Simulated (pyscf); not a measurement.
Structures and frequencies: ωB97X-D3(BJ)/def2-SVP in PySCF.

For [Cl–B–Cl]• + H₂ -> Cl–BH–Cl + H•, a hydrogen abstraction (doublet surface; H–H broken, B–H formed), PBE/def2-TZVP gives ΔE‡ = 5.5 kcal/mol and ΔE = +0.6 kcal/mol (zero: the separated reactants). In which direction and how far do B3LYP-D3(BJ)/def2-TZVP, M06-2X/def2-TZVP, ωB97M-D3(BJ)/def2-TZVP move these?

B3LYP-D3(BJ): ΔE‡ = 7.3 kcal/mol, ΔE = +1.7 kcal/mol; M06-2X: ΔE‡ = 12.7 kcal/mol, ΔE = +0.2 kcal/mol; ωB97M-D3(BJ): ΔE‡ = 8.4 kcal/mol, ΔE = -2.7 kcal/mol. PBE's barrier lies under all of them, by 1.8 to 7.2 kcal/mol. Its reaction energy lies among theirs. One saddle was located; it need not be the lowest between these sides. The angle at the transferred H is 179°.
